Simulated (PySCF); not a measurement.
# How the numerical set-up moves the result for PF (triplet)

The method stays; parts of the set-up, such as the basis or the Hamiltonian, are changed.

Method: method and basis as typed in the scripts; program: PySCF 2.14.0.

1 further run of the same task is left out (it didn't finish).

## 1. The starting structure

PF (triplet): 2 atoms, charge 0, spin multiplicity 3.

Bond lengths: P1–F2 1.680 Å.

## 2. The run that the others are compared with

File input.py:

```python
from pyscf import gto, scf

mol = gto.M(
    atom='P 0 0 0; F 0 0 1.68',
    basis='cc-pvdz',
    charge=0,
    spin=2,
    verbose=4,
)
mf = scf.UHF(mol)
mf.kernel()
mf.dip_moment()
print('orbital energies (hartree):', [e[max(0, n-3):n+3].round(4) for e, n in zip(mf.mo_energy, mol.nelec)])
```

On the command line:

```bash
OMP_NUM_THREADS=1 python input.py
```

The log of this run is left out.

Base result: E(SCF) = -440.162837 Eh, 11 cycles, ⟨S²⟩ = 2.027, μ = 1.92 D.

The bond length is a typed value, not an optimised one. The triplet is typed in the script; nothing here shows that it is the ground state.

## 3. Spin-free X2C on

Variant 1 changes spin-free X2C: off → on.

File input.py:

```python
from pyscf import gto, scf

mol = gto.M(
    atom='P 0 0 0; F 0 0 1.68',
    basis='cc-pvdz',
    charge=0,
    spin=2,
    verbose=4,
)
mf = scf.UHF(mol)
mf = mf.sfx2c1e()
mf.kernel()
mf.dip_moment()
print('orbital energies (hartree):', [e[max(0, n-3):n+3].round(4) for e, n in zip(mf.mo_energy, mol.nelec)])
```

On the command line:

```bash
OMP_NUM_THREADS=1 python input.py
```

## 4. Sto-3g

Variant 2 changes basis set: cc-pvdz → sto-3g.

Changes to input.py since step 2:

```diff
@@ -4,3 +4,3 @@
     atom='P 0 0 0; F 0 0 1.68',
-    basis='cc-pvdz',
+    basis='sto-3g',
     charge=0,
```

## 5. Minao

Variant 3 changes basis set: cc-pvdz → minao.

Changes to input.py since step 2:

```diff
@@ -4,3 +4,3 @@
     atom='P 0 0 0; F 0 0 1.68',
-    basis='cc-pvdz',
+    basis='minao',
     charge=0,
```

## 6. Ano-rcc-vdzp (X2C on)

Variant 4 changes basis set: cc-pvdz → ano-rcc-vdzp; spin-free X2C: off → on.

Changes to input.py since step 2:

```diff
@@ -4,3 +4,3 @@
     atom='P 0 0 0; F 0 0 1.68',
-    basis='cc-pvdz',
+    basis='ano-rcc-vdzp',
     charge=0,
@@ -10,2 +10,3 @@
 mf = scf.UHF(mol)
+mf = mf.sfx2c1e()
 mf.kernel()
```

## 7. Cartesian functions on

Variant 5 changes Cartesian functions: off → on.

Changes to input.py since step 2:

```diff
@@ -7,2 +7,3 @@
     spin=2,
+    cart=True,
     verbose=4,
```

## 8. Cc-pvdz-dk (X2C on)

Variant 6 changes basis set: cc-pvdz → cc-pvdz-dk; spin-free X2C: off → on.

Changes to input.py since step 2:

```diff
@@ -4,3 +4,3 @@
     atom='P 0 0 0; F 0 0 1.68',
-    basis='cc-pvdz',
+    basis='cc-pvdz-dk',
     charge=0,
@@ -10,2 +10,3 @@
 mf = scf.UHF(mol)
+mf = mf.sfx2c1e()
 mf.kernel()
```

Q: Predict the outcome of this session. Wanted: for each run, E(SCF); from base; gap, α spin; SCF dipole.

The runs gave:

```tsv
run	E(SCF) (hartree)	from base (eV)	cycles	gap, α spin (eV)	SCF dipole (D)	functions
base	-440.162837	0	11	13.78	1.92	32
spin-free X2C on	-440.973061	-22.0473	11	13.77	1.93	32
sto-3g	-434.909575	+142.9485	10	18.63	0.99	14
minao	-440.109507	+1.4512	10	15.48	1.51	14
ano-rcc-vdzp (X2C on)	-441.113900	not comparable	12	13.07	1.98	32
Cartesian functions on	-440.163533	-0.0189	11	13.75	1.90	34
cc-pvdz-dk (X2C on)	-441.063451	not comparable	11	13.76	1.93	32
```

What this shows: Of the runs whose energies can be compared, “sto-3g” moves the SCF energy most (+142.949 eV). Scalar relativity lowers the total energy by 22.05 eV, nearly all of it in the inner shells; a basis contracted without relativity catches only part of it. sto-3g (14 functions) gives an energy 142.95 eV higher than cc-pvdz (32). minao (14 functions) gives an energy 1.45 eV higher than cc-pvdz (32).
